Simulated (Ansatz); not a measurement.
# Structure relaxation of BeGeMo3

Computed with DFT PBE, scalar-relativistic, plane waves, PAW in Ansatz. Cutoff 420 eV, Γ-centred k mesh, Gaussian smearing, no spin polarisation in the final step.

BeGeMo3 was placed on the hexagonal perovskite (2H) structure type (P6_3/mmc, No. 194), with Be in place of Ba, Ge in place of Ni, Mo in place of O, at a guessed volume.

```yaml
crystal:
  lattice:
    - [5.75830, 0.00000, 0.00000]
    - [-2.87915, 4.98684, 0.00000]
    - [0.00000, 0.00000, 4.91962]
  atoms:
    - { symbol: Be, position: [0.33333, 0.66667, 0.75000] }
    - { symbol: Be, position: [0.66667, 0.33333, 0.25000] }
    - { symbol: Ge, position: [0.00000, 0.00000, 0.50000] }
    - { symbol: Ge, position: [0.00000, 0.00000, 0.00000] }
    - { symbol: Mo, position: [0.14600, 0.29200, 0.25000] }
    - { symbol: Mo, position: [0.85400, 0.14600, 0.75000] }
    - { symbol: Mo, position: [0.85400, 0.70800, 0.75000] }
    - { symbol: Mo, position: [0.14600, 0.85400, 0.25000] }
    - { symbol: Mo, position: [0.70800, 0.85400, 0.25000] }
    - { symbol: Mo, position: [0.29200, 0.14600, 0.75000] }
```

Steps on the 6×6×4 mesh (10 atoms). 9 of 9 steps are shown, and the free energy counts from the last. Trial steps that were taken back and renewals of the plane-wave basis can be among the rows.

| step | ΔF (meV/atom) | V (Å³/atom) | P (GPa) | largest force component (eV/Å) |
| --- | --- | --- | --- | --- |
| 1 | 4804.4 | 14.13 | 156.90 | 30.637 |
| 2 | 1500.8 | 15.54 | 47.83 | 12.999 |
| 3 | 452.6 | 15.01 | 27.35 | 6.186 |
| 4 | 84.6 | 15.25 | 16.79 | 0.054 |
| 5 | 11.3 | 16.47 | 0.38 | 0.934 |
| 6 | 3.4 | 16.47 | 1.00 | 0.282 |
| 7 | 2.0 | 16.54 | 0.69 | 0.003 |
| 8 | 1.8 | 16.62 | -0.05 | 0.001 |
| 9 | 0.0 | 16.62 | 0.06 | 0.001 |

A final relaxation ran on a 6×6×8 mesh. The relaxed crystal, P6_3/mmc (No. 194):

Space group P6_3/mmc (No. 194). a = 6.323 Å, b = 6.323 Å, c = 4.803 Å, α = 90.00°, β = 90.00°, γ = 120.00°
```json
{"atom": "Be", "site": "2d", "symmetry": "-6m2", "x": "0.3333", "y": "0.6667", "z": "0.7500"}
{"atom": "Ge", "site": "2a", "symmetry": "-3m.", "x": "0.0000", "y": "0.0000", "z": "0.5000"}
{"atom": "Mo", "site": "6h", "symmetry": "mm2", "x": "0.2041", "y": "0.4082", "z": "0.2500"}
```

- Volume per atom: 16.63 Å³
- Density: 7.38 g/cm³
- Energy over the elements: 0.73 eV/atom
- Gap on the 6×6×8 mesh: 0 eV (a metal)

Formation energies are uncorrected and refer to the elements' standard structures at the same level.

The final run used a 6×6×8 mesh on its 10-atom cell and 0.10 eV smearing. For metals, differences of a few meV/atom aren't resolved.

A structure relaxed within its symmetry needn't be a true minimum.

Cost: 3 runs of about 5.1 core-minutes in all, on Arm Neoverse V1 (shared hosts).